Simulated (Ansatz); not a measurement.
**triplet OF(+): levels of theory in one basis**

| atom | x (Å) | y (Å) | z (Å) |
| --- | --- | --- | --- |
| O | 0.0000 | 0.0000 | -0.6034 |
| F | 0.0000 | 0.0000 | 0.6034 |

Basis set: def2-SVP (spherical functions). Correlated methods keep 2 orbitals frozen. Correlation on ROHF uses semicanonical orbitals with singles. Charge 1, multiplicity 3.

Computed with Ansatz (development build ahead of 0.2.0); each method stands on the lowest determinant of its kind that the runs found.

```json
{"method": "ROHF", "E − E(ROHF) (eV)": "0.00", "<S²> of the determinant": "2.00"}
{"method": "UHF", "E − E(ROHF) (eV)": "-0.36", "<S²> of the determinant": "2.02"}
{"method": "ROHF-MP2", "E − E(ROHF) (eV)": "-9.04", "<S²> of the determinant": "–"}
{"method": "UHF-MP2", "E − E(ROHF) (eV)": "-9.01", "<S²> of the determinant": "2.02"}
{"method": "ROHF-CCSD(T)", "E − E(ROHF) (eV)": "-9.82", "<S²> of the determinant": "–"}
{"method": "UHF-CCSD(T)", "E − E(ROHF) (eV)": "-9.82", "<S²> of the determinant": "2.02"}
```

Task: Is a single determinant a sound starting point here?

Result: By this sign, yes. Unrestricted orbitals gain 0.36 eV and <S²> is 2.02 against 2.00 for a pure state.
